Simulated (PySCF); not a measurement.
chloromethane cation (CH3Cl), SMILES CCl (connectivity only; charge and spin as stated), charge +1, multiplicity 2. Atoms are numbered in the order given.

```xyz
5

C     -1.0860    -0.0307     0.0000
Cl     0.6370    -0.0009     0.0000
H     -1.4693    -0.4356     0.9506
H     -1.3739     1.0701     0.0000
H     -1.4693    -0.4356    -0.9506
```
Charge +1, spin multiplicity 2.

Geometry optimised at PBE-D3(BJ)/def2-TZVP. The geometry has at least one imaginary mode, so it is a saddle point at that level. The spin state was assumed, not searched.

Two levels are set side by side: PBE/pcH-1 (PySCF) and B3LYP/pcH-1 (PySCF). Contact hyperfine couplings, same geometry. Differences are taken from unrounded values.

```json
[
 {"quantity": "A(iso) of 13C, atom C1 (MHz)", "B3LYP": "-22.4", "PBE": "-20.0", "PBE minus B3LYP": "2.4"},
 {"quantity": "A(iso) of 35Cl, atom Cl2 (MHz)", "B3LYP": "23.5", "PBE": "2.9", "PBE minus B3LYP": "-20.6"},
 {"quantity": "A(iso) of 1H, atom H3 (MHz)", "B3LYP": "61.4", "PBE": "64.7", "PBE minus B3LYP": "3.3"},
 {"quantity": "A(iso) of 1H, atom H4 (MHz)", "B3LYP": "348.7", "PBE": "359.1", "PBE minus B3LYP": "10.5"},
 {"quantity": "A(iso) of 1H, atom H5 (MHz)", "B3LYP": "61.4", "PBE": "64.7", "PBE minus B3LYP": "3.3"}
]
```

Rough cost on one machine, each run with all the roots and properties that it gave: B3LYP against PBE about 2 times.
